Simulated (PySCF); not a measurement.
Compound: cyclobutanone, C4H6O.
Atom-mapped SMILES: `[O:1]=[C:2]1[CH2:3][CH2:4][CH2:5]1`

Geometry (PBE0-D3(BJ)/def2-SVP, Å), atoms numbered from 1 in this order:
```xyz
11
C4H6O angstrom
O      2.2312   -0.3055   -0.6789
C      1.1191   -0.1235   -0.2819
C      0.0706    0.9594   -0.5277
C     -0.9698    0.0203    0.1288
C      0.1596   -0.9334    0.5872
H      0.2882    1.8668    0.0595
H     -0.0757    1.2571   -1.5774
H     -1.5824    0.4605    0.9266
H     -1.6390   -0.4451   -0.6084
H      0.4170   -0.8374    1.6550
H      0.0792   -2.0048    0.3480
```

NICS is the negative of the GIAO shielding at a point without a nucleus: at the ring centre (0) and 1 Å above and below it (1); zz is the component along the ring normal. Level: GIAO HF/pcSseg-2 (PySCF, non-relativistic, gas phase) on the PBE0-D3(BJ)/def2-SVP geometry, one conformer.

Ring bond lengths (Å): C2–C3 1.527, C3–C4 1.548, C4–C5 1.548, C5–C2 1.527.

Task: What do the NICS probes read (ppm)?

Result: 
```tsv
ring	type	NICS(0)	NICS(1), two faces	NICS(1)zz, two faces	rms pucker (Å)	centre to ring atoms, mean (Å)
C2–C3–C4–C5	4-membered carbocycle; formal bonds all single	8.4	-1.0 / -0.8	-0.8 / 1.4	0.07	1.09
```

Task: What do they say, and how far can they be read as aromaticity?

Result: 
- C2–C3–C4–C5: mean NICS(1)zz 0.3 ppm, near zero. C3, C4, C5 have four or more neighbours, so the value isn't read as a sign of a π ring current. NICS(0) lies 9 ppm above the mean NICS(1).

Task: At the first NICS(1) probe listed for ring C2–C3–C4–C5, 1 Å off the ring, how large is the induced field along the normal in 1 T applied along it?

Result: NICSzz × B0 = -0.8 ppm × 1 T = -1 μT, against the applied field.

Task: Give the inner angles of the rings.

Result: 
- C2–C3–C4–C5: C2 92.1°, C3 87.9°, C4 90.5°, C5 87.9°; sum 358.4° against 360° for a flat convex ring.

Task: What are the shieldings of the ring atoms and their hydrogens in the same run (means over atoms taken as equivalent)?

Result: 
```
  atoms                    environment  σ isotropic (ppm)
     C2         ketone carbonyl carbon              -22.7
C3 (×2)  sp3 carbon next to a carbonyl              147.3
     C4      four-membered-ring carbon              180.2
H6 (×4)             methylene hydrogen              28.86
H8 (×2)             methylene hydrogen              29.82
```

Task: How do the values depend on the level or the medium?

Result: 
```
             level  NICS(0), C2–C3–C4–C5  mean NICS(1)zz, C2–C3–C4–C5
  HF/pcSseg-2, gas                   8.4                          0.3
PBE0/pcSseg-1, gas                   6.8                         -0.1
```

The geometry is the same throughout.
